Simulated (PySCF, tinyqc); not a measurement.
G0W0 on RHF in the sto-3g basis, for BH, spin multiplicity 1, step by step. The lowest restricted solution is unstable here: a spin-polarised one lies 0.0142 hartree lower (PySCF). Computed by tinyqc, a small Python program that keeps every step (integrals from PySCF). Settings: charge = 0, multiplicity = 1, basis = sto-3g, method = RHF, energy threshold = 1e-10, iteration cap = 89, orthogonalisation = symmetric, start = Wolfsberg-Helmholz matrix, DIIS depth = 6. Command: `OMP_NUM_THREADS=1 python tinyqc.py 31615 31616 out.jsonl` (the two numbers bound the seeds that draw the settings). One thread of a shared host (Intel(R) Xeon(R) Processor @ 2.60GHz), about 0.07 s of CPU time with the checks. The early iterations of the SCF are left out here.

## One-electron integrals

Geometry (angstrom):
```
atom         x         y         z
B     0.000000  0.000000  0.000000
H     0.000000  0.000000  1.071000
```

Basis sto-3g: exponents (1/bohr^2) and contraction coefficients of normalised primitives:
```
element  l (shell)   exponent  coefficient
B            s (1)  48.791113     0.154329
B            s (1)   8.887362     0.535328
B            s (1)   2.405267     0.444635
B            s (2)   2.236956    -0.099967
B            s (2)   0.519821     0.399513
B            s (2)   0.169062     0.700115
B            p (3)   2.236956     0.155916
B            p (3)   0.519821     0.607684
B            p (3)   0.169062     0.391957
H            s (1)   3.425251     0.154329
H            s (1)   0.623914     0.535328
H            s (1)   0.168855     0.444635
```

Overlap, kinetic and nuclear-attraction integrals over the contracted functions; the nuclear repulsion is the sum of Za Zb / Rab.

nuclear repulsion = 2.47048184 hartree

overlap S, order 1B 1s, 1B 2s, 1B 2px, 1B 2py, 1B 2pz, 2H 1s:
```
[[1.000000, 0.269328, 0.000000, 0.000000, 0.000000, 0.087297],
 [0.269328, 1.000000, 0.000000, 0.000000, 0.000000, 0.538762],
 [0.000000, 0.000000, 1.000000, 0.000000, 0.000000, 0.000000],
 [0.000000, 0.000000, 0.000000, 1.000000, 0.000000, 0.000000],
 [0.000000, 0.000000, 0.000000, 0.000000, 1.000000, 0.524999],
 [0.087297, 0.538762, 0.000000, 0.000000, 0.524999, 1.000000]]
```

kinetic energy T (hartree), order 1B 1s, 1B 2s, 1B 2px, 1B 2py, 1B 2pz, 2H 1s:
```
[[10.826302, -0.047967, 0.000000, 0.000000, 0.000000, -0.010192],
 [-0.047967, 0.359168, 0.000000, 0.000000, 0.000000, 0.121078],
 [0.000000, 0.000000, 1.123881, 0.000000, 0.000000, 0.000000],
 [0.000000, 0.000000, 0.000000, 1.123881, 0.000000, 0.000000],
 [0.000000, 0.000000, 0.000000, 0.000000, 1.123881, 0.293585],
 [-0.010192, 0.121078, 0.000000, 0.000000, 0.293585, 0.760032]]
```

nuclear attraction V (hartree), order 1B 1s, 1B 2s, 1B 2px, 1B 2py, 1B 2pz, 2H 1s:
```
[[-23.641485, -3.272436, 0.000000, 0.000000, -0.022941, -1.080627],
 [-3.272436, -4.238325, 0.000000, 0.000000, -0.184707, -2.144130],
 [0.000000, 0.000000, -4.160394, 0.000000, 0.000000, 0.000000],
 [0.000000, 0.000000, 0.000000, -4.160394, 0.000000, 0.000000],
 [-0.022941, -0.184707, 0.000000, 0.000000, -4.304030, -2.031203],
 [-1.080627, -2.144130, 0.000000, 0.000000, -2.031203, -3.639675]]
```

core Hamiltonian H = T + V (hartree), order 1B 1s, 1B 2s, 1B 2px, 1B 2py, 1B 2pz, 2H 1s:
```
[[-12.815182, -3.320403, 0.000000, 0.000000, -0.022941, -1.090819],
 [-3.320403, -3.879157, 0.000000, 0.000000, -0.184707, -2.023052],
 [0.000000, 0.000000, -3.036514, 0.000000, 0.000000, 0.000000],
 [0.000000, 0.000000, 0.000000, -3.036514, 0.000000, 0.000000],
 [-0.022941, -0.184707, 0.000000, 0.000000, -3.180150, -1.737618],
 [-1.090819, -2.023052, 0.000000, 0.000000, -1.737618, -2.879643]]
```

## Two-electron integrals

Functions are numbered as in S; the eight-fold symmetry (ij|kl) = (ji|kl) = (kl|ij) leaves the list below.

Two-electron integrals (ij|kl) in chemists' order, unique and non-zero (hartree):
```
(11|11) 2.923513   (21|11) 0.518376   (21|21) 0.109262   (22|11) 0.744229
(22|21) 0.193177   (22|22) 0.544804   (31|31) 0.020264   (32|31) 0.029996
(32|32) 0.120346   (33|11) 0.742491   (33|21) 0.193240   (33|22) 0.544682
(33|33) 0.586773   (41|41) 0.020264   (42|41) 0.029996   (42|42) 0.120346
(43|43) 0.031630   (44|11) 0.742491   (44|21) 0.193240   (44|22) 0.544682
(44|33) 0.523513   (44|44) 0.586773   (51|51) 0.020264   (52|51) 0.029996
(52|52) 0.120346   (53|53) 0.031630   (54|54) 0.031630   (55|11) 0.742491
(55|21) 0.193240   (55|22) 0.544682   (55|33) 0.523513   (55|44) 0.523513
(55|55) 0.586773   (61|11) 0.168715   (61|21) 0.035365   (61|22) 0.062485
(61|33) 0.062179   (61|44) 0.062179   (61|51) 0.002624   (61|52) 0.004733
(61|55) 0.063132   (61|61) 0.011823   (62|11) 0.339291   (62|21) 0.089055
(62|22) 0.268741   (62|33) 0.261769   (62|44) 0.261769   (62|51) 0.009796
(62|52) 0.054935   (62|55) 0.282450   (62|61) 0.030601   (62|62) 0.170211
(63|31) 0.009783   (63|32) 0.043283   (63|53) 0.010823   (63|63) 0.021050
(64|41) 0.009783   (64|42) 0.043283   (64|54) 0.010823   (64|64) 0.021050
(65|11) 0.293649   (65|21) 0.078220   (65|22) 0.249132   (65|33) 0.235834
(65|44) 0.235834   (65|51) 0.017362   (65|52) 0.090604   (65|55) 0.275473
(65|61) 0.028472   (65|62) 0.185756   (65|65) 0.219622   (66|11) 0.481407
(66|21) 0.128767   (66|22) 0.433146   (66|33) 0.407362   (66|44) 0.407362
(66|51) 0.019243   (66|52) 0.135678   (66|55) 0.484307   (66|61) 0.045466
(66|62) 0.332424   (66|65) 0.397675   (66|66) 0.774606
```

## Orthogonalisation

S = U s U^T; symmetric (Loewdin) form X = U s^(-1/2) U^T, so that X^T S X = 1.

eigenvalues of S: [0.239640, 0.795964, 1.000000, 1.000000, 1.160260, 1.804135]

X, order 1B 1s, 1B 2s, 1B 2px, 1B 2py, 1B 2pz, 2H 1s:
```
[[1.030354, -0.156933, 0.000000, 0.000000, -0.014989, 0.027438],
 [-0.156933, 1.233767, 0.000000, 0.000000, 0.195789, -0.458230],
 [0.000000, 0.000000, 1.000000, 0.000000, 0.000000, 0.000000],
 [0.000000, 0.000000, 0.000000, 1.000000, 0.000000, 0.000000],
 [-0.014989, 0.195789, 0.000000, 0.000000, 1.186981, -0.439031],
 [0.027438, -0.458230, 0.000000, 0.000000, -0.439031, 1.385410]]
```

## Iteration 6 (converged): orbitals

converged F (hartree), order 1B 1s, 1B 2s, 1B 2px, 1B 2py, 1B 2pz, 2H 1s:
```
[[-7.329406, -2.144829, 0.000000, 0.000000, -0.025762, -0.713809],
 [-2.144829, -1.041971, 0.000000, 0.000000, -0.093714, -0.647445],
 [0.000000, 0.000000, 0.269181, 0.000000, 0.000000, 0.000000],
 [0.000000, 0.000000, 0.000000, 0.269181, 0.000000, 0.000000],
 [-0.025762, -0.093714, 0.000000, 0.000000, -0.184893, -0.447812],
 [-0.713809, -0.647445, 0.000000, 0.000000, -0.447812, -0.522913]]
```

Diagonalise F' = X^T F X, C = X C', fill 3 alpha and 3 beta electrons from the bottom; D = 2 C_occ C_occ^T. Each column has its largest component positive (the first on a tie).

F' = X^T F X (hartree):
```
[[-7.147645, -1.119879, 0.000000, 0.000000, -0.039135, -0.132651],
 [-1.119879, -0.386843, 0.000000, 0.000000, 0.189266, -0.491091],
 [0.000000, 0.000000, 0.269181, 0.000000, 0.000000, 0.000000],
 [0.000000, 0.000000, 0.000000, 0.269181, 0.000000, 0.000000],
 [-0.039135, 0.189266, 0.000000, 0.000000, 0.135708, -0.562500],
 [-0.132651, -0.491091, 0.000000, 0.000000, -0.562500, 0.065774]]
```

orbital energies (hartree): [-7.334332, -0.623443, -0.243609, 0.269181, 0.269181, 0.868377]

coefficients C, order 1B 1s, 1B 2s, 1B 2px, 1B 2py, 1B 2pz, 2H 1s:
```
[[0.991964, -0.203476, -0.205824, 0.000000, 0.000000, 0.139558],
 [0.031287, 0.508828, 0.818960, 0.000000, 0.000000, -0.929805],
 [0.000000, 0.000000, 0.000000, -0.322134, 0.946694, 0.000000],
 [0.000000, 0.000000, 0.000000, 0.946694, 0.322134, 0.000000],
 [0.008016, 0.243596, -0.586854, 0.000000, 0.000000, -1.111948],
 [-0.008471, 0.534312, -0.331033, 0.000000, 0.000000, 1.388414]]
```

D after iteration 6, order 1B 1s, 1B 2s, 1B 2px, 1B 2py, 1B 2pz, 2H 1s:
```
[[2.135515, -0.482121, 0.000000, 0.000000, 0.158348, -0.097976],
 [-0.482121, 1.861161, 0.000000, 0.000000, -0.712821, 0.001010],
 [0.000000, 0.000000, 0.000000, 0.000000, 0.000000, 0.000000],
 [0.000000, 0.000000, 0.000000, 0.000000, 0.000000, 0.000000],
 [0.158348, -0.712821, 0.000000, 0.000000, 0.807602, 0.648713],
 [-0.097976, 0.001010, 0.000000, 0.000000, 0.648713, 0.790289]]
```

Within a degenerate level the vectors are fixed only up to a rotation; this is one choice.

## Convergence

Stop when the energy changes by less than 1e-10 hartree and every element of the error matrix X^T (F D S - S D F) X is below 3e-06.

Course of the cycle:
```
iteration   E (hartree)     change  largest element of the error matrix
1          -24.66548640          -                             2.47e-01
2          -24.73457880  -6.91e-02                             6.29e-02
3          -24.73978358  -5.20e-03                             6.70e-03
4          -24.73981882  -3.52e-05                             4.90e-04
5          -24.73981912  -2.97e-07                             3.03e-06
6          -24.73981912  -5.90e-12                             2.71e-07
```

PySCF RHF in the same basis = -24.73981912 hartree

Converged in 6 iterations.

## Integrals over molecular orbitals

(pq|rs) = sum C_ip C_jq C_kr C_ls (ij|kl), one index at a time.

one-electron integrals over orbitals h = C^T H C (hartree):
```
[[-12.801159, 0.260243, 0.250743, 0.000000, 0.000000, -0.158495],
 [0.260243, -3.216860, -0.084489, 0.000000, 0.000000, 0.448073],
 [0.250743, -0.084489, -2.990899, 0.000000, 0.000000, -0.165305],
 [0.000000, 0.000000, 0.000000, -3.036514, 0.000000, 0.000000],
 [0.000000, 0.000000, 0.000000, 0.000000, -3.036514, 0.000000],
 [-0.158495, 0.448073, -0.165305, 0.000000, 0.000000, -2.433626]]
```

Two-electron integrals over orbitals (pq|rs), unique and non-zero (hartree):
```
(11|11) 2.889938    (21|11) -0.223881   (21|21) 0.029322    (22|11) 0.611937
(22|21) 0.001293    (22|22) 0.623541    (31|11) -0.220597   (31|21) 0.022644
(31|22) -0.021531   (31|31) 0.035470    (32|11) 0.068542    (32|21) -0.008108
(32|22) -0.074519   (32|31) 0.002859    (32|32) 0.050327    (33|11) 0.708903
(33|21) -0.017398   (33|22) 0.412826    (33|31) 0.004807    (33|32) 0.044568
(33|33) 0.589628    (41|41) 0.021734    (42|41) 0.018504    (42|42) 0.057897
(43|41) 0.019113    (43|42) 0.041579    (43|43) 0.066731    (44|11) 0.741980
(44|21) -0.008876   (44|22) 0.469317    (44|31) -0.007509   (44|32) 0.033577
(44|33) 0.514731    (44|44) 0.586773    (51|51) 0.021734    (52|51) 0.018504
(52|52) 0.057897    (53|51) 0.019113    (53|52) 0.041579    (53|53) 0.066731
(54|54) 0.031630    (55|11) 0.741980    (55|21) -0.008876   (55|22) 0.469317
(55|31) -0.007509   (55|32) 0.033577    (55|33) 0.514731    (55|44) 0.523513
(55|55) 0.586773    (61|11) 0.148852    (61|21) -0.024872   (61|22) -0.014495
(61|31) -0.005978   (61|32) 0.011069    (61|33) 0.025158    (61|44) 0.003939
(61|55) 0.003939    (61|61) 0.031218    (62|11) -0.183001   (62|21) 0.004029
(62|22) 0.020277    (62|31) 0.010396    (62|32) -0.050147   (62|33) -0.042608
(62|44) -0.086501   (62|55) -0.086501   (62|61) 0.003280    (62|62) 0.122770
(63|11) 0.073891    (63|21) -0.004922   (63|22) -0.058510   (63|31) 0.007655
(63|32) 0.042005    (63|33) 0.078417    (63|44) 0.029599    (63|55) 0.029599
(63|61) 0.011225    (63|62) -0.048428   (63|63) 0.065779    (64|41) -0.012855
(64|42) -0.038388   (64|43) -0.017632   (64|64) 0.034960    (65|51) -0.012855
(65|52) -0.038388   (65|53) -0.017632   (65|65) 0.034960    (66|11) 0.694095
(66|21) -0.003878   (66|22) 0.606006    (66|31) -0.020092   (66|32) -0.060667
(66|33) 0.460785    (66|44) 0.487815    (66|55) 0.487815    (66|61) -0.007981
(66|62) 0.027967    (66|63) -0.041713   (66|66) 0.633272
```

## Screening: direct RPA

With D = e_a - e_i and K = (ia|jb): diagonalise D^(1/2) (D + 4K) D^(1/2) = Z w^2 Z^T; X + Y = D^(1/2) Z w^(-1/2), each column of Z with its largest component positive (the first on a tie); E_c = (sum w - tr (D + 2K)) / 2.

D^(1/2) (D + 4K) D^(1/2) (hartree^2), order 1>4, 1>5, 1>6, 2>4, 2>5, 2>6, 3>4, 3>5, 3>6:
```
[[58.474425, 0.000000, 0.000000, 0.192831, 0.000000, 0.000000, 0.150959, 0.000000, 0.000000],
 [0.000000, 58.474425, 0.000000, 0.000000, 0.192831, 0.000000, 0.000000, 0.150959, 0.000000],
 [0.000000, 0.000000, 68.308727, 0.000000, 0.000000, 0.045895, 0.000000, 0.000000, 0.135609],
 [0.192831, 0.000000, 0.000000, 1.003500, 0.000000, 0.000000, 0.112523, 0.000000, 0.000000],
 [0.000000, 0.192831, 0.000000, 0.000000, 1.003500, 0.000000, 0.000000, 0.112523, 0.000000],
 [0.000000, 0.000000, 0.045895, 0.000000, 0.000000, 2.958133, 0.000000, 0.000000, -0.249498],
 [0.150959, 0.000000, 0.000000, 0.112523, 0.000000, 0.000000, 0.399830, 0.000000, 0.000000],
 [0.000000, 0.150959, 0.000000, 0.000000, 0.112523, 0.000000, 0.000000, 0.399830, 0.000000],
 [0.000000, 0.000000, 0.135609, 0.000000, 0.000000, -0.249498, 0.000000, 0.000000, 1.529096]]
```

excitation energies w (hartree): [0.615884, 0.615884, 1.011423, 1.011423, 1.219217, 1.732176, 7.646925, 7.646925, 8.264928]

X + Y, order 1>4, 1>5, 1>6, 2>4, 2>5, 2>6, 3>4, 3>5, 3>6:
```
[[-0.000004, -0.006924, -0.010331, 0.000032, 0.000000, 0.000000, 0.000000, 0.997148, 0.000000],
 [-0.006924, 0.000004, -0.000032, -0.010331, 0.000000, 0.000000, 0.997148, 0.000000, 0.000000],
 [0.000000, 0.000000, 0.000000, 0.000000, -0.005488, -0.000752, 0.000000, 0.000000, 0.996227],
 [-0.000121, -0.212872, 0.924625, -0.002862, 0.000000, 0.000000, 0.000000, 0.001148, 0.000000],
 [-0.212872, 0.000121, 0.002862, 0.924625, 0.000000, 0.000000, 0.001148, 0.000000, 0.000000],
 [0.000000, 0.000000, 0.000000, 0.000000, 0.184967, 0.914964, 0.000000, 0.000000, 0.000295],
 [0.000512, 0.898094, 0.125897, -0.000390, 0.000000, 0.000000, 0.000000, 0.000675, 0.000000],
 [0.898094, -0.000512, 0.000390, 0.125897, 0.000000, 0.000000, 0.000675, 0.000000, 0.000000],
 [0.000000, 0.000000, 0.000000, 0.000000, 0.941564, -0.133978, 0.000000, 0.000000, 0.000744]]
```

RPA correlation energy = -0.04228548 hartree

Within a degenerate level the vectors are fixed only up to a rotation; this is one choice.

## G0W0 on Hartree-Fock: HOMO

W(p,q,m) = sqrt2 sum_ia (pq|ia) (X+Y)_ia,m; Sigma_c(x) = sum_(i,m) W^2/(x - e_i + w_m) + sum_(a,m) W^2/(x - e_a - w_m); solve x = e_p + Sigma_c(x) by Newton steps; Z = 1/(1 - dSigma/dx); 1 hartree = 27.211386 eV.

The 12 largest terms at x = e_p (hartree; W for the signs of X + Y given):
```
q  m          W       term
3  5   0.093078   0.007106
5  1   0.072050  -0.004599
4  2   0.072050  -0.004599
4  3   0.065971  -0.002855
5  4   0.065971  -0.002855
3  6  -0.070017   0.002830
2  6  -0.072858   0.002513
6  5   0.074835  -0.002402
6  6  -0.075139  -0.001985
2  5   0.042729   0.001142
3  9   0.035509   0.000153
4  8   0.027084  -0.000090
```

Newton steps (hartree):
```
step          x  Sigma_c(x)         Z
0     -0.243609   -0.005691  0.977476
1     -0.249171   -0.005563  0.977514
2     -0.249171   -0.005563  0.977514
```

quasiparticle energy of the HOMO = -6.780300 eV

Hartree-Fock value = -6.628934 eV

## G0W0 on Hartree-Fock: LUMO

As before.

The 12 largest terms at x = e_p (hartree; W for the signs of X + Y given):
```
q  m          W       term
4  6  -0.117541  -0.007976
3  2   0.072050   0.004599
2  3   0.082840   0.003604
3  3   0.065971   0.002855
6  3  -0.053148  -0.001754
2  2   0.035199   0.000821
4  5   0.016756  -0.000230
6  2  -0.010712  -0.000094
3  8   0.027084   0.000090
1  3   0.027282   0.000086
2  8   0.026228   0.000081
1  8   0.030697   0.000062
```

Newton steps (hartree):
```
step         x  Sigma_c(x)         Z
0     0.269181    0.002142  0.985813
1     0.271293    0.002112  0.985824
2     0.271293    0.002112  0.985824
```

quasiparticle energy of the LUMO = 7.382262 eV

Hartree-Fock value = 7.324798 eV
